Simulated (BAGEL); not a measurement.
# C2H8Si (SMILES C[SiH2]C): RI-MP2/def2-SVP (density fitting with svp-jkfit)

We compute a single-point energy of C2H8Si. 

Program for the calculation: BAGEL 1.2.2.

1 further run of the same task is left out (set aside as unsound or not needed).

**1. The molecule**

The species is C2H8Si (11 atoms), meant as a singlet with charge 0. SMILES: `C[SiH2]C`. One bond was lengthened or shortened from a relaxed shape.

Bond lengths: C1–Si2 1.872 Å, Si2–C3 1.872 Å, C1–H4 1.092 Å, C1–H5 1.093 Å, C1–H6 1.093 Å, Si2–H7 1.491 Å, Si2–H8 1.268 Å, C3–H9 1.093 Å, C3–H10 1.092 Å, C3–H11 1.093 Å. Some angles: C1–Si2–C3 111.5°, C1–Si2–H7 109.5°, C1–Si2–H8 109.5°, C3–Si2–H7 109.5°, C3–Si2–H8 109.5°, Si2–C1–H4 111.0°, Si2–C1–H5 110.9°, Si2–C1–H6 110.9°, Si2–C3–H9 110.9°, Si2–C3–H10 111.0°.

**2. The energy at RI-MP2/def2-SVP (density fitting with svp-jkfit)**

input.json

```json
{ "bagel": [

{
  "title": "molecule",
  "basis": "svp",
  "df_basis": "svp-jkfit",
  "angstrom": "false",
  "geometry": [
    { "atom": "C", "xyz": [    -2.24982856,     1.63896703,    -0.97999685 ] },
    { "atom": "Si", "xyz": [    -0.84954150,    -1.42314519,     0.10395005 ] },
    { "atom": "C", "xyz": [     2.27946702,    -0.93011564,     1.67865883 ] },
    { "atom": "H", "xyz": [    -4.07454810,     1.33604393,    -1.89632505 ] },
    { "atom": "H", "xyz": [    -1.00544390,     2.57891680,    -2.33417459 ] },
    { "atom": "H", "xyz": [    -2.54216919,     2.91963442,     0.61360919 ] },
    { "atom": "H", "xyz": [    -0.52961086,    -3.14468569,    -2.10419492 ] },
    { "atom": "H", "xyz": [    -2.35289800,    -2.49311568,     1.63140056 ] },
    { "atom": "H", "xyz": [     3.62419613,    -0.04666868,     0.38362952 ] },
    { "atom": "H", "xyz": [     3.08449035,    -2.72478854,     2.30548099 ] },
    { "atom": "H", "xyz": [     2.08709290,     0.29348203,     3.33141330 ] }
  ]
},

{ "title": "hf" },

{ "title": "mp2", "ncore": 7 }

]}
```

Command:

```console
$ BAGEL_NUM_THREADS=1 BAGEL input.json > input.out
```

The program printed:

```text
* using 1 threads per process

  ===============================================================
  ===============================================================

  *** Geometry ***

  { "atom" : "C", "xyz" : [     -2.249829,      1.638967,     -0.979997 ] },
  { "atom" : "Si", "xyz" : [     -0.849541,     -1.423145,      0.103950 ] },
  { "atom" : "C", "xyz" : [      2.279467,     -0.930116,      1.678659 ] },
  { "atom" : "H", "xyz" : [     -4.074548,      1.336044,     -1.896325 ] },
  { "atom" : "H", "xyz" : [     -1.005444,      2.578917,     -2.334175 ] },
  { "atom" : "H", "xyz" : [     -2.542169,      2.919634,      0.613609 ] },
  { "atom" : "H", "xyz" : [     -0.529611,     -3.144686,     -2.104195 ] },
  { "atom" : "H", "xyz" : [     -2.352898,     -2.493116,      1.631401 ] },
  { "atom" : "H", "xyz" : [      3.624196,     -0.046669,      0.383630 ] },
  { "atom" : "H", "xyz" : [      3.084490,     -2.724789,      2.305481 ] },
  { "atom" : "H", "xyz" : [      2.087093,      0.293482,      3.331413 ] },

  Number of auxiliary basis functions:      422

  Since a DF basis is specified, we compute 2- and 3-index integrals:
    o Being stored without compression. Storage requirement is 0.025 GB

  Number of basis functions:       86
  Number of electrons      :       34

    * METHOD: MOLECULE                             0.17

  *** RHF ***

  === Nuclear Repulsion ===
   115.2477783112

      * DIIS with orbital gradients will be used.

  === RHF iteration (svp) ===
      0       -369.03506808          0.01532127           0.05
      1       -369.14898489          0.00631302           0.05
      2       -369.16752784          0.00132304           0.05
      3       -369.16870498          0.00012241           0.05
      4       -369.16871818          0.00003308           0.05
      5       -369.16871921          0.00000570           0.05
      6       -369.16871925          0.00000109           0.05
      7       -369.16871925          0.00000019           0.05
      8       -369.16871925          0.00000005           0.05
      9       -369.16871925          0.00000001           0.05
     10       -369.16871925          0.00000000           0.05
    * SCF iteration converged.

    * Permanent dipole moment:
           (   -0.028079,    -0.181789,    -0.127352) a.u.

    * METHOD: HF                                   0.65

  *** RHF ***

  === Nuclear Repulsion ===
   115.2477783112

      * DIIS with orbital gradients will be used.

  === RHF iteration (svp) ===
      0       -369.16871925          0.00000000           0.05
    * SCF iteration converged.

    * Permanent dipole moment:
           (   -0.028079,    -0.181789,    -0.127352) a.u.

  === DF-MP2 calculation ===

    * freezing 7 orbitals
    * 3-index integral transformation done
    * assembly done

      MP2 correlation energy:   -0.3998601065      0.03

      MP2 total energy:       -369.5685793543

    * METHOD: MP2                                  0.14

  ===============================================================
```

Wall time 1.1 s (1 thread of Arm Neoverse V2, shared host); peak memory 0.14 GiB.

**3. What came out**

At RI-MP2/def2-SVP (density fitting with svp-jkfit), 7 core orbitals frozen:

```
                                   quantity          value
                               total energy  -369.56858 Eh
correlation energy (7 core orbitals frozen)     -399.9 mEh
```
